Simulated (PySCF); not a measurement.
Compound: C3H4Cl2O.
Atom-mapped SMILES: `[Cl:1][CH:2]([Cl:3])[C@H:4]1[CH2:5][O:6]1` (hydrogens: H7 on C2; H8 on C4; H9, H10 on C5)

A GFN2-xTB structure was refined with PBE0-D3(BJ)/def2-SVP geometry optimisation, gas phase (PySCF 2.14.0). Its GFN2-xTB values:

```csv
coordinate,GFN2-xTB
Cl1–C2,1.782 Å
C2–Cl3,1.771 Å
C2–C4,1.512 Å
C2–H7,1.093 Å
C4–C5,1.464 Å
C4–O6,1.388 Å
C4–H8,1.089 Å
C5–O6,1.399 Å
C5–H9,1.084 Å
C5–H10,1.083 Å
Cl1–C2–Cl3,110.0°
Cl1–C2–C4,108.4°
C2–C4–C5,122.7°
C2–C4–O6,118.2°
Cl3–C2–C4,112.4°
C4–C5–O6,57.9°
C4–O6–C5,63.4°
C5–C4–O6,58.7°
Cl1–C2–C4–C5,92°
C2–C4–O6–C5,-113°
```

Q: How do these coordinates change at the PBE0-D3(BJ)/def2-SVP level?

A: 
| coordinate | PBE0-D3(BJ)/def2-SVP (Å or °) | change |
| --- | --- | --- |
| C5–O6 | 1.416 | +0.017 |
| C5–H10 | 1.096 | +0.013 |
| C5–H9 | 1.097 | +0.013 |
| C4–H8 | 1.100 | +0.011 |
| C4–O6 | 1.397 | +0.009 |
| C4–C5 | 1.459 | -0.005 |
| C2–H7 | 1.097 | +0.004 |
| C2–C4 | 1.511 | -0.001 |
| Cl1–C2 | 1.781 | -0.001 |
| C2–Cl3 | 1.770 | -0.001 |
| Cl1–C2–Cl3 | 111.6 | +1.6 |
| C4–O6–C5 | 62.5 | -0.9 |
| C2–C4–O6 | 117.4 | -0.8 |
| C5–C4–O6 | 59.4 | +0.7 |
| C2–C4–C5 | 123.3 | +0.6 |
| Cl3–C2–C4 | 112.9 | +0.5 |
| C4–C5–O6 | 58.1 | +0.2 |
| Cl1–C2–C4 | 108.3 | -0.1 |
| Cl1–C2–C4–C5 | 96 | +4 |
| C2–C4–O6–C5 | -114 | -1 |

The energy falls by 0.50 kcal/mol over 5 energy and gradient evaluations, the largest force component goes from 0.0148 to 2.2e-04 Eh/bohr, and the atoms move by 0.032 Å rms after alignment. The bond that changes most is C5–O6 (sp3 carbon bound to oxygen to epoxide oxygen), which lengthens by 0.017 Å. Bonds longer at the end by more than 0.005 Å: 5 of 10; shorter: 1. Rotational constants go from 3114, 1929, 1352 to 3084, 1915, 1336 MHz.

The run used 112 basis functions and 33 SCF cycles in all. On one thread of an x86-64 server, no GPU, shared host, this took 30 s of wall time.

Not checked by PBE0-D3(BJ)/def2-SVP frequencies. One conformer, not necessarily the lowest.

The values belong to the conformer `[Cl:1][CH:2]([Cl:3])[C@H:4]1[CH2:5][O:6]1`: Cl1–C2–C4–C5 96°.
